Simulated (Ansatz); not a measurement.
A displaced shape of singlet CH₂S:

```yaml
atoms:
  - { symbol: C, position_ang: [-0.0340, -0.0204, -1.0521] }
  - { symbol: S, position_ang: [-0.0354, 0.0071, 0.5501] }
  - { symbol: H, position_ang: [-0.0320, -0.9570, -1.6398] }
  - { symbol: H, position_ang: [-0.0064, 0.8801, -1.6131] }
```

It was optimised with PBE0/def2-SVP in Ansatz (development build ahead of 0.2.0) to forces under 0.001 eV/Å, with restricted orbitals. Each step stands on the lowest determinant of that kind that the program's search found.

Problem. What shape does it relax to, and how does the optimisation go?

Solution.

```xyz
4

C    -0.0263   -0.0234   -1.0448
S    -0.0355   -0.0098    0.5615
H    -0.0346   -0.9581   -1.6279
H    -0.0114    0.9012   -1.6437
```

Bond lengths: C1–S2 1.606 Å, C1–H3 1.102 Å, C1–H4 1.102 Å. Angles: S2–C1–H3 122.4°, S2–C1–H4 122.5°, H3–C1–H4 115.1°.

```json
{"step": "1", "E − E(start) (eV)": "0.0000", "largest force (eV/Å)": "1.2539"}
{"step": "2", "E − E(start) (eV)": "0.3264", "largest force (eV/Å)": "2.9686"}
{"step": "3", "E − E(start) (eV)": "0.0519", "largest force (eV/Å)": "1.2512"}
{"step": "4", "E − E(start) (eV)": "-0.0044", "largest force (eV/Å)": "0.9234"}
{"step": "5", "E − E(start) (eV)": "-0.0308", "largest force (eV/Å)": "0.2112"}
{"step": "6", "E − E(start) (eV)": "-0.0311", "largest force (eV/Å)": "0.1171"}
{"step": "7", "E − E(start) (eV)": "-0.0311", "largest force (eV/Å)": "0.1156"}
{"step": "8", "E − E(start) (eV)": "-0.0314", "largest force (eV/Å)": "0.1068"}
{"step": "9", "E − E(start) (eV)": "-0.0318", "largest force (eV/Å)": "0.1046"}
{"step": "10", "E − E(start) (eV)": "-0.0323", "largest force (eV/Å)": "0.1224"}
{"step": "11", "E − E(start) (eV)": "-0.0324", "largest force (eV/Å)": "0.1177"}
{"step": "12", "E − E(start) (eV)": "-0.0321", "largest force (eV/Å)": "0.1172"}
{"step": "13", "E − E(start) (eV)": "-0.0325", "largest force (eV/Å)": "0.0942"}
{"step": "14", "E − E(start) (eV)": "-0.0325", "largest force (eV/Å)": "0.0803"}
{"step": "15", "E − E(start) (eV)": "-0.0326", "largest force (eV/Å)": "0.0355"}
{"step": "16", "E − E(start) (eV)": "-0.0326", "largest force (eV/Å)": "0.0152"}
{"step": "17", "E − E(start) (eV)": "-0.0327", "largest force (eV/Å)": "0.0114"}
{"step": "18", "E − E(start) (eV)": "-0.0327", "largest force (eV/Å)": "0.0079"}
{"step": "19", "E − E(start) (eV)": "-0.0327", "largest force (eV/Å)": "0.0047"}
{"step": "20", "E − E(start) (eV)": "-0.0327", "largest force (eV/Å)": "0.0016"}
{"step": "21", "E − E(start) (eV)": "-0.0327", "largest force (eV/Å)": "0.0009"}
```

The optimisation ended after 21 steps with its threshold met.
